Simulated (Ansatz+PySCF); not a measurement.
A calculation with Ansatz (development build ahead of 0.2.0).

```yaml
crystal:
  periodic: [false, false, false]
  atoms:
    - { symbol: B, position_ang: [0.0, 0.0, -1.73109] }
    - { symbol: B, position_ang: [0.0, 0.0, 1.73109] }
basis:
  gaussian: { orbitals: "6-31G" }
magnetization:
  initial_magnetization: 2
hamiltonian:
  xc: hf
correlation:
  method: mp2
  frozen_orbitals: { B: 1 }
scf:
  omitted_lower_state_checks: [stability, starts, atomic_configurations, cluster_reference, orbital_swaps, given_window_search, neighbouring_geometries, increment]
```

The input is written out in the form of the current development build from the run's settings. Correlation on restricted open-shell orbitals is semicanonical, with singles.

The run gave:

```yaml
Converged: yes
Reference_energy: -48.97042 hartree
Correlation_energy: -0.08838 hartree
Total_energy: -49.05880 hartree
Spin_squared_of_the_determinant: 2.000
Occupied_orbitals_by_symmetry_in_an_Abelian_subgroup_alpha;_beta: 3 Ag 2 B1u 1 B3u; 2 Ag 2 B1u
```

This is not the lowest solution: another run reaches a determinant 1.92 eV lower. Caution: large amplitudes, a single reference is doubtful; an unrestricted determinant lies well below; another reference gives a lower total.
